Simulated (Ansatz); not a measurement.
Ge(SeO₃)₂ (P2₁/c, No. 14; cell taken from a computed entry), treated with r²SCAN+SOC (Ansatz, a first-principles code, PAW).

Run with plane-wave cutoff 560 eV, 6×4×4 k mesh (along the axes of the cell as run), Fermi–Dirac smearing 0.01 eV, PAW data made under PBE.

Cell (relaxed with PBEsol):

```
CELL_PARAMETERS angstrom
      5.07722     0.00000    -0.00360
      0.00000     6.78311     0.00000
     -4.94941     0.00000     7.32460
ATOMIC_POSITIONS crystal
  Ge 0.00000 0.00000 0.00000
  Ge 0.00000 0.50000 0.50000
  Se 0.68337 0.17522 0.19852
  Se 0.31663 0.82478 0.80148
  Se 0.31663 0.67522 0.30148
  Se 0.68337 0.32478 0.69852
  O  0.70680 0.16329 0.00937
  O  0.29320 0.83671 0.99063
  O  0.29320 0.66329 0.49063
  O  0.70680 0.33671 0.50937
  O  0.80568 0.41753 0.25454
  O  0.19432 0.58247 0.74546
  O  0.19432 0.91753 0.24546
  O  0.80568 0.08247 0.75454
  O  0.28173 0.22068 0.08258
  O  0.71827 0.77932 0.91742
  O  0.71827 0.72068 0.41742
  O  0.28173 0.27932 0.58258
```

### Question
What does this level give for the band gap?

### Answer

- band gap = 4.68 eV (on the SCF k mesh)

Note: cell and atoms aren't relaxed at this level (largest force component 0.41 eV/Å, pressure -2.0 GPa).

The computed numbers hold no vibrational or temperature effects.

It cost very roughly 40 core-minutes of CPU time.
